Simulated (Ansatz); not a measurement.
GeCl$_{2}$, triplet: the ladder up to UCCSDT(Q)

Geometry: that of the GeCl2, singlet, kept fixed. The singlet lies 2.7 eV lower here.

```
atom   x (Å)    y (Å)    z (Å)
  Ge  0.0000  -0.6920   0.0000
  Cl  0.0000   0.7089  -1.6730
  Cl  0.0000   0.7089   1.6730
```

Basis cc-pVDZ; Ansatz 0.2.0. Correlated methods freeze the noble-gas cores and the filled d shells of p-block atoms, which leaves 18 electrons in 39 orbitals. Prefix R: restricted or restricted open-shell reference; prefix U: unrestricted. Active spaces: valence = (18e, 12o) chosen from the atoms' valence shells. No spin–orbit coupling is included, and no scalar relativity.

Full CI isn't at hand for all of this; UCCSDT(Q) serves as the reference, and is uncertain by about the last step of the cluster series. The frozen core follows each run's orbitals, which can shift R against U totals by a few meV for light atoms and by up to 0.1 eV past Ca.

```
UHF ⟨S²⟩                          : 2.011
T1 diagnostic (RCCSD)             : 0.0230
largest doubles amplitude (RCCSD) : 0.030
T1 diagnostic (UCCSD)             : 0.0177
```

| level | E − E(UCCSDT(Q)) (mEh) | share of correlation (%) | wall time |
| --- | --- | --- | --- |
| UHF | 361.37 | 0.87 | – |
| UMP2 | 41.35 | 88.66 | – |
| UCCSD | 10.75 | 97.05 | – |
| UCCSD(T) | 1.94 | 99.47 | 6.5 s |
| UCCSDT | 0.91 | 99.75 | – |

The correlation energy at UCCSDT(Q), counted from RHF, is -9.920 eV. That run took 10 s on 2 threads of AMD EPYC 7R13 with a shared H100 80 GB, shared host.

Run but not shown, since their state or frozen core can't be matched to the reference's or they repeat it: RHF, RMP2, RCCSD, RCCSD(T), BCCD(T), RCCSDT, RCCSDT(Q), CASSCF (valence space), NEVPT2 (valence space), NEVPT4(SD) (valence space), MRCISD (valence space), MRCISD+Q (valence space).

Times hold each run's SCF and search for its determinant on a shared host, so for small cases they say little of a method's own cost; they ran on 1 thread of AMD EPYC 7R13.

Natural occupations of CASSCF (valence space) about the gap: 1.996 1.980 1.972 1.007 1.004 0.029 0.022; effectively unpaired electrons, Σ n²(2−n)², 2.01.
